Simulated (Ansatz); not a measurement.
Run this with Ansatz 0.2.0, Python API and show what comes out.

The script, `composite.py`:
```python
"""Relax CB(-) cheaply, then refine its energy."""

import itertools

import ansatz
from ase.data import atomic_numbers, covalent_radii
import numpy as np

GEOMETRY = """
B     0.00000    0.00000    0.00000
C     0.00000    0.00000    1.62500
"""


def main() -> None:
    molecule = ansatz.Crystal.molecule()
    for line in GEOMETRY.strip().splitlines():
        symbol, *xyz = line.split()
        molecule = molecule.atom(symbol, [float(v) for v in xyz])

    calculation = (
        molecule.calculation()
        .basis(gaussian="def2-SVP")
        .functional("pbe0")
        .charge(-1)
        .spin("collinear", total=2)
    )
    symbols = [site.symbol for site in molecule.cartesian_sites]
    start = np.array([site.position_ang for site in molecule.cartesian_sites], dtype=float)
    rep = calculation.relax(force_tolerance=0.01).run(threads=1, backend="cpu").report
    end = np.array(rep["positions_ang"])
    # pairs closer than 1.2 times the sum of covalent radii, before or after
    radius = [covalent_radii[atomic_numbers[s]] for s in symbols]
    span = lambda where, i, j: np.linalg.norm(where[i] - where[j])
    bonded = [(i, j) for i, j in itertools.combinations(range(len(symbols)), 2) if min(span(start, i, j), span(end, i, j)) < 1.2 * (radius[i] + radius[j])]
    print("pair        before    after (A)")
    for i, j in bonded:
        print(f"{symbols[i]}{i}-{symbols[j]}{j}".ljust(10), f"{span(start, i, j):8.4f} {span(end, i, j):8.4f}")

    minimum = ansatz.Crystal.molecule()
    for symbol, place in zip(symbols, end):
        minimum = minimum.atom(symbol, place.tolist())
    at_minimum = minimum.calculation().charge(-1).spin("collinear", total=2)
    # MP2 extrapolated to the basis limit, plus the small-basis difference CCSD(T) - MP2
    level = lambda method, basis: at_minimum.basis(gaussian=basis).correlation(method).run(threads=1, backend="cpu").report
    small, large, cluster = level("mp2", "cc-pVDZ"), level("mp2", "cc-pVTZ"), level("ccsd_t", "cc-pVDZ")
    corr = lambda each: (each["free_energy_ev"] - each["reference_energy_ev"]) / 27.211386246
    mp2_limit = (27 * corr(large) - 8 * corr(small)) / 19
    pieces = {"HF / cc-pVTZ": large["reference_energy_ev"] / 27.211386246, "MP2 correlation, DZ-TZ limit": mp2_limit, "CCSD(T) - MP2 / cc-pVDZ": corr(cluster) - corr(small)}
    for name, value in pieces.items():
        print(f"{name:32s} {value:14.6f} Ha")
    print(f"{'sum':32s} {sum(pieces.values()):14.6f} Ha")
    print("T1 diagnostic", round(cluster["correlation"]["coupled_cluster"]["t1_diagnostic"], 4))


if __name__ == "__main__":
    main()
```

```console
$ python composite.py
pair        before    after (A)
B0-C1        1.6250   1.4331
HF / cc-pVTZ                         -62.362087 Ha
MP2 correlation, DZ-TZ limit          -0.195976 Ha
CCSD(T) - MP2 / cc-pVDZ               -0.072658 Ha
sum                                  -62.630722 Ha
T1 diagnostic 0.0476
```

These settings explore the input space; basis and method may be short of convergence. The sum leaves out core correlation, relativity, the Hartree-Fock basis error and zero-point energy; a DZ-TZ extrapolation is rough. The run takes the species as open-shell (spin multiplicity 3), which needn't be its ground state. Inner cores stay frozen, so this is valence correlation. The spin state was assumed, and another may lie lower. An extrapolation from small basis sets is rough. Anions want diffuse functions, which this basis lacks. Hardware and time: 8.8 s on 1 thread of Arm Neoverse V1, with other jobs on the host, peak memory 0.17 GiB.
